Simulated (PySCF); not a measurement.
Static response to an electric field

C4H5NO.
Geometry (PBE0-D3(BJ)/def2-SVP, Å), atoms numbered from 1 in this order:
```
atom  x, y, z in Å
C1     2.931    0.137   -0.370
C2     1.816   -0.097    0.042
C3     0.485   -0.409    0.567
O4     0.308   -1.186    1.484
N5    -0.520    0.247   -0.065
C6    -1.889    0.059    0.336
H7     3.925    0.335   -0.728
H8    -0.287    0.898   -0.803
H9    -2.135   -1.013    0.374
H10   -2.083    0.477    1.337
H11   -2.550    0.552   -0.388
```

Level: CAM-B3LYP/def2-SVPD (PySCF), static field, nuclei fixed, core orbitals frozen in the response. The polarisability tensor in these axes (au):

```
x   81.04  1.05 -6.72
y    1.05 47.07 -7.90
z   -6.72 -7.90 50.31
```

Task: What are the eigenvalues, a third of the trace, and Δα (Δα² = ½Σ(αi − αj)² over the three pairs)?

Result: Principal values 40.32, 55.45 and 82.65 au; mean 59.47 au = 8.81 Å³ = 9.81 × 10⁻⁴⁰ C²·m²/J; Δα = 37.15 au (62 % of the mean).

Task: What is the dipole moment, and where does it point?

Result: (-0.65, 2.67, -2.96) D, 4.04 D in size, pointing from the negative to the positive side. Measured along this direction, the outermost atoms are O4 at the negative end and H8 at the positive end.

Task: Rayleigh depolarisation ratio (linearly polarised light, static tensor)?

Result: ρ = 3Δα²/(45ᾱ² + 4Δα²) = 4140.5/(159173 + 5520.6) = 0.0251.

Task: Give the principal axes and the span of the nuclei along them.

Result: Largest value along (0.97, 0.08, -0.22), where the nuclei span 6.35 Å; middle along (0.22, -0.66, 0.72), 3.15 Å; least along (0.09, 0.75, 0.65), 1.75 Å. The response follows the extents in order.

Task: Refractivity n − 1 of an ideal gas of it at 273.15 K and 1 atm, from the electronic α?

Result: N = p/kT = 2.6868 × 10¹⁹ cm⁻³, so n − 1 = 2π × N × 8.81 × 10⁻²⁴ cm³ = 1488 × 10⁻⁶ at long wavelengths.

Isolated species at its PBE0-D3(BJ)/def2-SVP geometry (one conformer only).

These values come from a run that also computed excited states and ΔSCF ions. Time: 2.8 min. Hardware: one thread, Arm Neoverse N1, no GPU, on a shared host.
